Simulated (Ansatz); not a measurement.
Coupled-cluster diagnostics for the cluster Mg3⁻ (the lowest doublet isomer of a short search), Ansatz.

Geometry of the doublet (r2SCAN/def2-TZVPD):

Cartesian coordinates in Å:
```
Mg 0.6977 -1.4952 -0.5816
Mg -0.0580 1.4027 -1.0439
Mg -0.6397 0.0925 1.6255
```

Correlated methods freeze 3 core orbitals; core or outer-core shells of Mg are correlated, in sets that lack core-valence functions. In CCSD on the charge -1 doublet the largest single amplitude is 0.24, so its Hartree–Fock determinant may place the open shell otherwise than the density functionals do. The structure comes from a short search, and lower isomers may exist.

Geometry of the charge -1 quartet (r2SCAN/def2-TZVPD):

```tsv
atom	x (Å)	y (Å)	z (Å)
Mg1	0.691	-1.879	0.204
Mg2	-0.053	1.454	-1.390
Mg3	-0.638	0.425	1.186
```

**Question.** Estimate the CCSD(T) correlation energy, the shares of MP2 and (T), T1 and the reference's ⟨S²⟩ for: charge -1, doublet, own geometry in def2-TZVPPD; charge -1, quartet, own geometry in def2-TZVPPD; charge 0, singlet, vertical in def2-TZVPPD; and the rough time on 4 threads of Arm Neoverse V1 on a shared host.

**Answer.** 
```
                           state        basis  correlation (eV)  MP2 share (%)  (T) share (%)     T1  ⟨S²⟩ (pure)  wall time                                          remarks
charge -1, doublet, own geometry  def2-TZVPPD           -17.551           90.2            2.7  0.059  1.48 (0.75)       13 s  large T1 (0.059), spin-contaminated (⟨S²⟩ 1.48)
charge -1, quartet, own geometry  def2-TZVPPD           -16.811           90.6            2.3  0.043  4.22 (3.75)       10 s                    spin-contaminated (⟨S²⟩ 4.22)
     charge 0, singlet, vertical  def2-TZVPPD           -17.197           92.7            2.0  0.009  0.00 (0.00)      2.7 s                          restricted SCF unstable
```
Customary marks for T1 are 0.02 (closed shells), 0.045 (open shells) and about 0.05 (3d metals). T1 exceeds 0.02 in 2 of 3 rows and 0.045 in 1; the higher it lies, the less the single-reference result can be trusted.
